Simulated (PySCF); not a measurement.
Job file and geometry (Å, from PBE0-D3(BJ)/def2-TZVP) of an NMR shielding run on `[H]/N=N/[H]`, H₂N₂, GIAO PBE0/pcSseg-2 NMR shielding, non-relativistic, gas phase in PySCF 2.14.0, density-fitted response routines; density fitting, a coarse starting grid and PySCF grid level 2 are the driver's defaults:

```
$ OMP_NUM_THREADS=1 python probes_run.py task.json out

{"job": {"kind": "nmr", "xc": "PBE0", "basis": "pcSseg-2"}, "charge": 0, "multiplicity": 1}
H     -0.724339     0.063218     1.119478
N     -0.294547    -0.429227     0.319063
N      0.313339     0.416684    -0.335593
H      0.743035    -0.076058    -1.135865
```

Q: Write the output of this run.

A: 
```
coarse grid: 3368 points
cycle   1  E = -110.5507516304  dE =  1.340e-01  |g| = 1.739e-01  |ddm| = 1.406e+00
cycle   2  E = -110.5557966238  dE = -5.045e-03  |g| = 6.731e-02  |ddm| = 2.196e-01
cycle   3  E = -110.5564980069  dE = -7.014e-04  |g| = 2.464e-02  |ddm| = 6.582e-02
cycle   4  E = -110.5566221981  dE = -1.242e-04  |g| = 4.405e-03  |ddm| = 2.202e-02
cycle   5  E = -110.5566265104  dE = -4.312e-06  |g| = 3.889e-04  |ddm| = 3.373e-03
final grid: 32728 points
cycle   6  E = -110.5596519044  dE = -2.029e-05  |g| = 4.556e-03  |ddm| = 1.142e-02
cycle   7  E = -110.5596515807  dE =  3.236e-07  |g| = 4.764e-03  |ddm| = 7.059e-03
cycle   8  E = -110.5596564837  dE = -4.903e-06  |g| = 9.903e-05  |ddm| = 3.636e-03
cycle   9  E = -110.5596564844  dE = -7.466e-10  |g| = 6.440e-05  |ddm| = 7.952e-05
cycle  10  E = -110.5596564848  dE = -3.562e-10  |g| = 4.790e-05  |ddm| = 4.547e-05
cycle  11  E = -110.5596564852  dE = -4.540e-10  |g| = 1.387e-06  |ddm| = 2.027e-05
converged SCF energy = -110.5596564852

GIAO shielding tensors (ppm)
atom      isotropic    diamagn.    paramagn.     s11        s22        s33       span
  0 H       13.783      29.999     -16.216     -7.278     22.664     25.963     33.240
  1 N     -412.501     312.375    -724.876  -1166.757   -231.580    160.836   1327.592
  2 N     -412.458     312.378    -724.836  -1166.640   -231.559    160.825   1327.465
  3 H       13.788      29.967     -16.179     -7.261     22.660     25.965     33.225
```

Q: Turn these shieldings into chemical shifts. References, each an isolated molecule treated in the same way: ¹H (σref 31.52) vs TMS; NH3 for ¹⁵N (σref 263.78).

A: Averaging equivalent atoms: H 0/3: 17.74; N 1/2: 676.3 ppm. Experimental scales use liquid or dissolved standards, which lie at an offset from isolated NH3 (liquid NH3: subtract about 20 ppm). Unscaled 15N shifts of sp2 nitrogen come out 20 to 40 ppm too high even then.

Size and cost of the density-fitted run: 100 basis functions, 2.2 s wall time on 1 thread of an Arm Neoverse V1, shared host; peak memory 0.35 GiB.
